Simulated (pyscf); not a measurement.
`[O]=[SnH2]` -> `[O]=[Sn]` [singlet] + `[H][H]`, a 1,1-elimination (singlet surface; H–Sn, H–Sn broken, H–H formed). Optimised with ωB97X-D3(BJ)/def2-SVP in PySCF. Energies in kcal/mol from the reactant's lowest minimum found.

GFN2-xTB: tblite. 

Question: In single points GFN2-xTB puts the saddle at 38.0 kcal/mol and the reaction energy at -25.5 kcal/mol. Should these be trusted to within a few kcal/mol? Compare with ωB97M-D3(BJ)/def2-TZVP.

Answer: ωB97M-D3(BJ)/def2-TZVP gives ΔE‡ = 58.6 kcal/mol and ΔE = -25.2 kcal/mol. GFN2-xTB lies 20.6 kcal/mol under it in the barrier and 0.3 kcal/mol under it in the reaction energy, so on this step it does not hold to within 3.0 kcal/mol. ωB97M-D3(BJ)/def2-TZVP has limits of its own. O=SnH₂ lies 54.1 kcal/mol over its isomer HO–SnH: [singlet] (electronic energy, ωB97M-D3(BJ)/def2-TZVP). One saddle was located; it need not be the lowest between these sides. In the def2 sets elements past Kr carry core potentials, without spin-orbit coupling.
